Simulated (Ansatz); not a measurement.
A structure relaxed at PBE0-D4/def2-TZVP, charge 0, multiplicity 1:

```csv
atom,x (Å),y (Å),z (Å)
C1,0.223,-0.700,1.685
C2,0.383,0.071,0.611
C3,-0.384,-0.071,-0.611
C4,-0.223,0.700,-1.685
H5,-0.513,-1.497,1.701
H6,0.818,-0.560,2.579
H7,1.130,0.862,0.624
H8,-1.130,-0.862,-0.624
H9,0.514,1.497,-1.701
H10,-0.818,0.560,-2.579
```

Question: Give its formula and SMILES.

Answer: C4H6, `C=CC=C`.

Question: Point group (tolerance 0.08 Å, 0.16 Å for H)?

Answer: C2h.

Question: Summarise the bond lengths by kind.

Answer: 3 × C–C 1.332 to 1.449 Å; 6 × C–H 1.083 to 1.088 Å.

Results of the Gaussian-basis code of Ansatz.
